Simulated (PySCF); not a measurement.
Process, species as SMILES: N (NH3) + H+ → [NH4+]
B3LYP-D3(BJ)/def2-TZVP geometries, fixed; electronic energies without zero-point terms; positive where energy is released.
Largest species:
```xyz
5

N      0.0000     0.0000     0.0000
H      0.0143     0.9619    -0.3540
H      0.8334    -0.4977    -0.3293
H     -0.8403    -0.4774    -0.3416
H     -0.0074     0.0132     1.0249
```
Charge +1, spin multiplicity 1.

Effect of the grid level at B3LYP/aug-cc-pVTZ with PySCF, against the last row, where the proton affinity is 211.15 kcal/mol. Cost is core time over that of grids.level: 2, rough, on shared machines of one kind; a dash marks a row that isn't timed (too short, read off another run, short of memory, by another algorithm or on other hardware).

| setting | grid points, largest species | largest shift of a total energy (mEh) | shift of the proton affinity (kcal/mol) | cost |
|---|---|---|---|---|
| grids.level: 0 | 3544 | -3.826 | 1.628 | - |
| grids.level: 1 | 15008 | -0.005 | -0.001 | 0.6× |
| grids.level: 2 | 32480 | 0.001 | 0.001 | 1× |
| grids.level: 3 | 53136 | -0.001 | 0.001 | 2× |
| grids.level: 4 | 90712 | 0.000 | 0.000 | 3× |
| grids.level: 5 | 136280 | 0.000 | 0.000 | 3× |
| grids.level: 7 | 285600 | 0.000 | 0.000 | 5× |

Within 0.1 kcal/mol in the proton affinity: grids.level: 1; grids.level: 2; grids.level: 3; grids.level: 4; grids.level: 5. The largest shift is 3.826 mEh in a total energy and 1.628 kcal/mol in the difference.
